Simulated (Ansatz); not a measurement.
## BFHS, SMILES F[B]S: a rigid scan of one bond length, step by step

Computed with Ansatz's Python interface.

`bfhs.xyz`
```text
4

F     0.56670   -0.11830    1.72790
B     0.80210   -0.25030    0.31070
S    -0.63040   -0.54020   -0.92030
H    -0.68290    0.84840   -1.13860
```

Run as a notebook:

**Cell 1**
```python
import ansatz
import matplotlib.pyplot as plt
import numpy as np
```

**Cell 2**
```python
BASIS_SET = "def2-SVP"
XC = "r2scan0"
```

**Cell 3**
```python
molecule = ansatz.Crystal.molecule_from_extxyz("bfhs.xyz")
```

**Cell 4**
```python
symbols = [site.symbol for site in molecule.cartesian_sites]
start = np.array([site.position_ang for site in molecule.cartesian_sites])
axis = (start[1] - start[2]) / np.linalg.norm(start[1] - start[2])
moving = [0, 1]
lengths, energies = [1.682, 1.758, 1.834, 1.911, 1.987, 2.064, 2.14, 2.255], []
for length in lengths:
    xyz = start.copy()
    xyz[moving] += (length - np.linalg.norm(start[1] - start[2])) * axis
    point = ansatz.Crystal.molecule()
    for symbol, place in zip(symbols, xyz):
        point = point.atom(symbol, place.tolist())
    calc = (
        point.calculation()
        .basis(gaussian=BASIS_SET)
        .functional(XC)
        .spin("collinear", total=1)
    )
    data = calc.run(threads=1, pin="off").report
    energies.append(data["free_energy_ev"])
    print(f"r = {length:6.3f} A  E = {energies[-1]:.5f} eV  <S^2> = {abs(data['mean_field']['state']['spin_squared']):.3f}")
```
Output:
```text
r =  1.682 A  E = -14235.03908 eV  <S^2> = 0.753
r =  1.758 A  E = -14235.24156 eV  <S^2> = 0.753
r =  1.834 A  E = -14235.28705 eV  <S^2> = 0.754
r =  1.911 A  E = -14235.22288 eV  <S^2> = 0.754
r =  1.987 A  E = -14235.08675 eV  <S^2> = 0.755
r =  2.064 A  E = -14234.90199 eV  <S^2> = 0.757
r =  2.140 A  E = -14234.69291 eV  <S^2> = 0.759
r =  2.255 A  E = -14234.35741 eV  <S^2> = 0.766
```

**Cell 5**
```python
# quartic fit about the minimum
fit = np.polynomial.Polynomial.fit(lengths, np.array(energies) - min(energies), 4).convert()
roots = [r.real for r in fit.deriv().roots() if abs(r.imag) < 1e-9 and fit.deriv(2)(r.real) > 0]
r_e = min(roots, key=lambda r: abs(r - lengths[int(np.argmin(energies))]))
print(f"minimum of the fit at {r_e:.4f} A, force constant {fit.deriv(2)(r_e):.2f} eV/A^2")
plt.figure(figsize=(4.5, 3))
plt.plot(lengths, np.array(energies) - min(energies), "o-")
plt.xlabel("bond length (A)")
plt.ylabel("E - E(min) (eV)")
plt.tight_layout()
plt.savefig("scan.png", dpi=100)
```
Output:
```text
minimum of the fit at 1.8241 A, force constant 19.83 eV/A^2
```

Reading the output:
- Total energies depend on the basis set; only differences at equal settings carry meaning.
- The rest of the molecule is held rigid at a force-field or estimated start geometry, and the basis set is modest; single-reference methods fail as a bond breaks.
- The species is open-shell (spin multiplicity 2).
- Finished in 28 s on 1 thread of Arm Neoverse V2, with other jobs on the host, peak memory 0.25 GiB.
